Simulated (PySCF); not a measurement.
Compound: C₄H₇N (charge +1 and doublet state).
Cartesian coordinates in Å at the GFN2-xTB level; atoms count from 1:
```xyz
12
C4H7N angstrom
C     -2.4137   -0.1470   -0.1047
C     -1.1045   -0.3560   -0.0815
C     -0.1457    0.7392    0.0703
N      1.0864    0.6564    0.1042
C      2.1993   -0.1383    0.0571
H     -2.8668    0.8280   -0.0151
H     -3.0971   -0.9763   -0.2184
H     -0.6681   -1.3415   -0.1726
H     -0.5896    1.7315    0.1621
H      2.2858   -0.6531   -0.9082
H      3.0905    0.5006    0.1548
H      2.2249   -0.8443    0.8969
```

The hyperfine couplings belong to this conformer and change with its torsions.

Identity: `[CH2+][CH]/C=N\C` [radical] (charge +1).

Method: UKS B3LYP, pcH-1 on C H N, non-relativistic, mean-field spin-orbit, GIAO (PySCF 2.14.0). One conformer (not necessarily the lowest) at the GFN2-xTB geometry, without solvent, vibrations or thermal averaging. Couplings are sensitive to structure, and on GFN2-xTB geometries they can be far from those on DFT ones, by a factor of two or more for some ions and for spin on atoms past the first row. Stability of the SCF solution: not tested.

(1) Match the computed a_iso(13C) values +69.7, -33.6, -14.7, -4.7 MHz with the sites C1; C2; C3; C5.

(2) Match the computed a_iso(1H) values +191.6, +122.8, +19.2, +5.3, -0.3 MHz (means over equivalent nuclei) with the sites H6; H7; H8; H9; H10/H11/H12.

Answers

(1) 
```json
{"site": "C1", "a_iso (MHz)": "-4.7", "ρ(0) (bohr⁻³)": "-0.0041", "position": "3 bonds from N4", "distance from N4 (Å)": "3.60", "spin population": "-0.05", "largest |T| (MHz)": "9.3"}
{"site": "C2", "a_iso (MHz)": "+69.7", "ρ(0) (bohr⁻³)": "+0.0620", "position": "2 bonds from N4", "distance from N4 (Å)": "2.42", "spin population": "+0.11", "largest |T| (MHz)": "18.4"}
{"site": "C3", "a_iso (MHz)": "-33.6", "ρ(0) (bohr⁻³)": "-0.0299", "position": "1 bond from N4", "distance from N4 (Å)": "1.24", "spin population": "-0.10", "largest |T| (MHz)": "18.3"}
{"site": "C5", "a_iso (MHz)": "-14.7", "ρ(0) (bohr⁻³)": "-0.0131", "position": "1 bond from N4", "distance from N4 (Å)": "1.37", "spin population": "-0.01", "largest |T| (MHz)": "16.6"}
```

(2) 
| site | a_iso (MHz) | ρ(0) (bohr⁻³) | position | distance from N4 (Å) | bound to | spin population there | largest \|T\| (MHz) |
| --- | --- | --- | --- | --- | --- | --- | --- |
| H6 | +5.3 | +0.0012 | 4 bonds from N4 | 3.96 | C1 | -0.05 | 4.4 |
| H7 | +19.2 | +0.0043 | 4 bonds from N4 | 4.50 | C1 | -0.05 | 1.8 |
| H8 | -0.3 | -0.0001 | 3 bonds from N4, on C2 of spin population +0.11 | 2.67 | C2 | +0.11 | 6.6 |
| H9 | +191.6 | +0.0429 | 2 bonds from N4 | 1.99 | C3 | -0.10 | 13.6 |
| H10/H11/H12 | +122.8 | +0.0275 | 2 bonds from N4 | 2.03 | C5 | -0.01 | 12.3 |

ρ(0) is the spin density at the nucleus and T the dipolar tensor; entries for several nuclei are means. The largest Mulliken spin populations are on N4 (+0.82), C2 (+0.11), C3 (-0.10) and H11 (+0.07). No atom but N4 exceeds +0.15. The positive populations add up to 1.16 and the negative ones to -0.16, together 2S = 1.

Examples of negative spin density at the nucleus (bohr⁻³): C3 (-0.0299), C5 (-0.0131) and C1 (-0.0041).

Nuclei that the bonding pattern makes equivalent are averaged, as if the motion that swaps them (rotation, inversion, ring flip) were fast. H6 and H7 aren't averaged: C1 is flat or nearly so (angle sum 360°), and its turn about the short C1–C2 bond (1.33 Å) is taken as slow. The three 1H nuclei of mean +122.8 MHz run from 81.9 to 203.6 MHz in the frozen geometry.

The SMILES `[CH2+][CH]/C=N\C` draws the unpaired electron on C2, whose computed spin population is only +0.11.

The run took 26 s wall (with the writing of density and orbital grids) on Arm Neoverse V1, one thread, shared host with 32 logical CPUs at a one-minute load of 57, and the process peaked at 0.66 GiB of memory.
